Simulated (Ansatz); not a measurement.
Reaction (SMILES): ClCCl → [CH-](Cl)Cl + H+
B3LYP-D3(BJ)/def2-TZVP geometries, fixed; electronic energies without zero-point terms.

How fast the deprotonation energy converges with the basis for several methods (Ansatz, a first-principles code): deviation from each method's own reference, in kcal/mol. References: B2PLYP 384.29 kcal/mol, the value in aug-pcseg-3; HF 390.26 kcal/mol, the value in aug-pcseg-3; MP2 385.38 kcal/mol, Hartree-Fock in aug-cc-pV(Q+d)Z plus the correlation part extrapolated as X^-3 from aug-cc-pV(T+d)Z and aug-cc-pV(Q+d)Z; PBE 381.52 kcal/mol, the value in aug-pcseg-3; PBE0 386.69 kcal/mol, the value in aug-pcseg-3. Cartesian d functions, on some or all atoms, in 6-31G*, 6-31+G*; all else is spherical. In correlated methods cores are frozen. No added dispersion term, no relativity. 

```json
[
 {"basis": "def2-SV(P)", "functions": "54", "B2PLYP": "12.65", "HF": "5.41", "MP2": "14.66", "PBE": "12.62", "PBE0": "9.44"},
 {"basis": "6-31G*", "functions": "57", "B2PLYP": "9.72", "HF": "2.81", "MP2": "12.40", "PBE": "9.80", "PBE0": "7.07"},
 {"basis": "pcseg-1", "functions": "60", "B2PLYP": "0.82", "HF": "-4.72", "MP2": "4.53", "PBE": "0.42", "PBE0": "-1.56"},
 {"basis": "6-31+G*", "functions": "69", "B2PLYP": "0.10", "HF": "-3.05", "MP2": "3.11", "PBE": "-0.45", "PBE0": "-0.95"},
 {"basis": "def2-TZVP", "functions": "117", "B2PLYP": "3.04", "HF": "1.38", "MP2": "3.77", "PBE": "3.81", "PBE0": "2.65"},
 {"basis": "6-311++G(3df,3pd)", "functions": "169", "B2PLYP": "0.36", "HF": "-0.27", "MP2": "2.56", "PBE": "0.29", "PBE0": "0.12"},
 {"basis": "aug-cc-pV(Q+d)Z", "functions": "350", "B2PLYP": "-0.35", "HF": "-0.31", "MP2": "0.49", "PBE": "-0.01", "PBE0": "-0.10"},
 {"basis": "cc-pV(5+d)Z", "functions": "401", "B2PLYP": "0.74", "HF": "0.29", "MP2": "1.54", "PBE": "1.37", "PBE0": "0.87"}
]
```

Mean absolute deviation over def2-TZVP, 6-311++G(3df,3pd): HF 0.83, PBE0 1.38, B2PLYP 1.70, PBE 2.05, MP2 3.17 kcal/mol.
